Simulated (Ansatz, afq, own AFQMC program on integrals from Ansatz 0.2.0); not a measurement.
**Where AFQMC and coupled cluster stand for NH$_{2}$O, doublet**

```xyz
4

N     0.0000    0.0000    0.4825
O     0.0000    0.0000   -0.5475
H     0.0000    0.8762    0.9924
H     0.0000   -0.8762    0.9924
```

Connectivity, by distances: NH2–O.

Basis cc-pVDZ. Only valence electrons are correlated. Integrals, coupled cluster, full CI and functionals: Ansatz 0.2.0; the random walks run on the same integrals in our own AFQMC program. The CISD trial takes its coefficients from CCSD amplitudes. Released means that phaseless walkers are propagated on without the constraint, phases kept. ± is one standard error of the sampling.

Determinant: UHF, the one that the program's search chose, which needn't be the lowest solution. The geometry is a point of a scan.

No full CI on the walks' own integrals is used here. The released AFQMC energy serves as the reference, which it does only where one determinant dominates, the energy is flat over the last release times and near the phaseless one (40 meV or 2 meV an electron, half that with transition metals). On small molecules, where full CI could be run and the noise was under 10 meV, such values lay within 10 meV of it in 19 cases of 20, a flattering rate, since the rule was set on those same cases; what remains of the bias isn't in the error bar.

Cautions: the released value is read at 1.62 1/Eh with a noise of 19 meV, more than in the cases checked, later times being too noisy (meV from the phaseless value at times in 1/Eh: -4 ± 15 at 0.24, -22 ± 27 at 0.51, -47 ± 16 at 0.99, -37 ± 19 at 1.62, -30 ± 37 at 2.40).

- T1 diagnostic: 0.0107
- weight of the determinant in the CISD state: 0.912
- ⟨S²⟩ of the determinant: 0.760
- size of the correlated space: 13 electrons in 36 orbitals

Reference: AFQMC with the constraint released, correlation energy -9.472 ± 0.019 eV.

```csv
level,E − E(reference) (kJ/mol),share of correlation (%)
HF,913.9 ± 1.8,0.00
MP2,69.6 ± 1.8,92.39
CCSD,22.5 ± 1.8,97.54
CCSD(T),4.9 ± 1.8,99.46
ph-AFQMC/HF,-1.6 ± 6.7,100.18
ph-AFQMC/CISD,3.6 ± 2.1,99.61
```

A walk keeps the symmetry of its determinant, which the program's search chose and which needn't be the lowest solution, so a lower state of the same spin and another symmetry isn't excluded. Released energies are given only where the last usable release times agree within the noise; a slower fall can still hide under it.
